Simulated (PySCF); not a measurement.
SO3: umbrella curve

Computed with PySCF, B3LYP, basis S def2-TZVP, O def2-TZVP (no relativity, density fitting).

Rigid scan from the singlet minimum (S–O 1.427 Å (×3); O–S–O 120.0° (×3)). Coordinate: angle between each bond and the threefold axis, bonds fixed. Energies in kJ/mol from the minimum.

| angle of the bonds to the threefold axis (°) | E (kJ/mol) | dipole size (D) |
| --- | --- | --- |
| 55 | 592.2 | 1.56 |
| 60 | 582.0 | 2.72 |
| 65 | 373.8 | 2.31 |
| 70 | 225.5 | 1.89 |
| 75 | 121.6 | 1.44 |
| 80 | 52.5 | 0.98 |
| 85 | 12.9 | 0.49 |
| 90 | 0.0 | 0.00 |

Other isomers or separated fragments may lie lower.
